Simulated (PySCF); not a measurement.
Simulated outer-valence photoelectron spectrum of `C(N)#N` (CH2N2). Method: EOM-IP-CCSD/aug-cc-pVDZ in PySCF, restricted Hartree–Fock reference, frozen core, non-relativistic, gas phase, PBE0-D3(BJ)/def2-SVP geometry.

Each root has a Gaussian of 0.4 eV full width with its one-hole share as area; cross sections and vibrations are left out, and the highest printed point is 100.

```tsv
ionisation energy (eV)	intensity
10.2	1
10.4	18
10.6	64
10.8	57
11.0	13
11.2	1
11.4	0
11.6	0
11.8	0
12.0	0
12.2	2
12.4	24
12.6	79
12.8	100
13.0	75
13.2	22
13.4	2
13.6	0
13.8	0
14.0	2
14.2	22
14.4	66
14.6	50
14.8	9
15.0	0
15.2	0
15.4	0
15.6	0
15.8	0
16.0	0
16.2	0
16.4	0
16.6	0
16.8	0
17.0	0
17.2	0
17.4	0
17.6	0
17.8	0
18.0	0
18.2	0
18.4	0
18.6	1
18.8	12
19.0	55
19.2	65
19.4	19
19.6	1
```

Q: Where are the maxima, and how many lines lie under the curve?

A: 4 maxima, at 10.7, 12.8, 14.5 and 19.1 eV, from 5 lines. At this width some lines have no maximum of their own.

Q: List the lines with their holes.

A: 
| E (eV) | leading hole (HF orbital) | area | Koopmans (eV) |
| --- | --- | --- | --- |
| 10.68 | HOMO | 0.95 | 11.28 |
| 12.65 | HOMO-1 | 0.96 | 12.63 |
| 12.94 | HOMO-2 | 0.92 | 15.14 |
| 14.46 | HOMO-3 | 0.93 | 15.72 |
| 19.12 | HOMO-4 | 0.95 | 20.34 |

The widest gap, 4.66 eV, lies between 14.46 and 19.12 eV. Only orbitals with −ε under 21 eV, eight at most, were ionised, so the high end of the curve may lack lines.
